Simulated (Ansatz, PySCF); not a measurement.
System: CH5Si, net charge -1, singlet state. It need not be the lowest isomer of its formula. Whether it binds its extra electron was not tested at this geometry. 
Geometry from a B3LYP-D3(BJ)/def2-TZVP (Ansatz, a first-principles code) optimisation:
SMILES: [CH2-][SiH3]
```xyz
7

C     -0.0053    -0.0329    -1.2526
Si     0.0018    -0.0163     0.5259
H     -0.9065     0.3269    -1.7546
H      0.9027     0.2988    -1.7615
H      0.0247     1.2375     1.4315
H     -1.2081    -0.7003     1.1230
H      1.1943    -0.7376     1.1138
```
Charge -1, spin multiplicity 1.

Total electronic energies in hartree. Correlated levels leave the core frozen unless marked. Spin-orbit coupling is left out. No relativistic terms. CBS marks a two-point X^-3 extrapolation of the correlation energy; Hartree-Fock from the larger set. [CCSD(T)-MP2]/basis is that difference in the basis named.

```tsv
level	program	energy (Eh)
HF/STO-3G	Ansatz	-325.63345
HF/cc-pwCVTZ	Ansatz	-329.67124
HF-D4/def2-TZVPD	PySCF + dftd4	-329.68853
M06-L/def2-TZVPD	PySCF	___
B3LYP-D4/def2-TZVPD	Ansatz + dftd4	-330.63094
PW6B95/def2-TZVPD	PySCF	-330.90326
HSE06-D4/def2-TZVPD	Ansatz + dftd4	-330.40660
CAM-B3LYP-D3(BJ)/def2-TZVPD	Ansatz + dftd3	___
RPA@PBE/cc-pV(Q+d)Z	Ansatz	-330.30350
MP2/def2-TZVPP	Ansatz	-329.99952
SCS-MP2/aug-cc-pV(D+d)Z	Ansatz	-329.94717
CCSD/6-31G	Ansatz	-329.71950
CCSD(T)/cc-pV(D+d)Z	Ansatz	-329.95194
CCSD(T)/cc-pV(T+d)Z	Ansatz	-330.04846
RI-MP2/CBS(aug-cc-pV(T+d)Z,aug-cc-pV(Q+d)Z)+[CCSD(T)-MP2]/aug-cc-pV(T+d)Z	Ansatz	-330.1008
```

Question: Some entries are withheld; supply them.

Answer: 
- M06-L/def2-TZVPD, energy (Eh): -330.58364
- CAM-B3LYP-D3(BJ)/def2-TZVPD, energy (Eh): -330.57478
